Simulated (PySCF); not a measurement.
**Worked example for ethanimine: ionisation energy to the radical cation**

Structure: `CC=N` (C2H5N).

Level of theory: ωB97X-D3(BJ)/ma-def2-TZVP single points in PySCF, grid level 2; every species was optimised with PBE0-D3(BJ)/def2-SVP. ωB97X-D3(BJ) is ωB97X-V with D3(BJ) in place of VV10. Zero-point energies come from unscaled PBE0-D3(BJ)/def2-SVP harmonic frequencies.

```
         state       structure       E / Eh
        parent          parent  -134.063839
radical cation          parent  -133.686654
radical cation  radical cation  -133.713973
        parent  radical cation  -134.031504
```

Zero-point energy of the radical cation less that of the parent: -0.089 eV. 1 Eh = 27.2114 eV.

Problem. Work out the vertical and adiabatic ionisation energy.

Solution. Vertical: (-133.686654) − (-134.063839) = 0.377185 Eh = 10.26 eV. Adiabatic: 0.349866 Eh = 9.520 eV, and 9.43 eV with zero-point energy.

Problem. And the inner reorganisation energy of self-exchange?

Solution. The radical cation relaxes by 743.4 meV and the parent by 879.9 meV, so λ = 1623 meV.

---

Worked example for dichlorosilane: ionisation energy to the radical cation

Structure: `Cl[SiH2]Cl` (Cl2H2Si).

Level of theory: ωB97X-D3(BJ)/ma-def2-TZVP single points in PySCF, grid level 2; every species was optimised with PBE0-D3(BJ)/def2-SVP. Zero-point energies come from unscaled PBE0-D3(BJ)/def2-SVP harmonic frequencies.

```
         state       structure        E / Eh
        parent          parent  -1211.271320
radical cation          parent  -1210.837300
radical cation  radical cation  -1210.845497
        parent  radical cation  -1211.251893
```

Zero-point energy of the radical cation less that of the parent: -0.141 eV. 1 Eh = 27.2114 eV.

Q: Work out the vertical and adiabatic ionisation energy.

A: Vertical: (-1210.837300) − (-1211.271320) = 0.434020 Eh = 11.81 eV. Adiabatic: 0.425823 Eh = 11.587 eV, and 11.45 eV with zero-point energy.

Q: And the inner reorganisation energy of self-exchange?

A: The radical cation relaxes by 223.1 meV and the parent by 528.6 meV, so λ = 752 meV.

Note: spin-orbit coupling is left out of the energies, which matters for open shells on the heavier atoms.

---

## Worked example for aziridine: ionisation energy to the radical cation

Structure: `C1CN1` (C2H5N).

Computed at ωB97X-D3(BJ)/ma-def2-TZVP // PBE0-D3(BJ)/def2-SVP with PySCF (density fitting, grid level 2). Zero-point energies come from unscaled PBE0-D3(BJ)/def2-SVP harmonic frequencies.

| state | structure | E / Eh |
| --- | --- | --- |
| parent | parent | -134.035929 |
| radical cation | parent | -133.673891 |
| radical cation | radical cation | -133.694063 |
| parent | radical cation | -134.014078 |

Zero-point energy of the radical cation less that of the parent: -0.080 eV. 1 Eh = 27.2114 eV.

Question: Work out the vertical and adiabatic ionisation energy.

Answer: Vertical: (-133.673891) − (-134.035929) = 0.362038 Eh = 9.85 eV. Adiabatic: 0.341866 Eh = 9.303 eV, and 9.22 eV with zero-point energy.

Question: And the inner reorganisation energy of self-exchange?

Answer: The radical cation relaxes by 548.9 meV and the parent by 594.6 meV, so λ = 1144 meV.
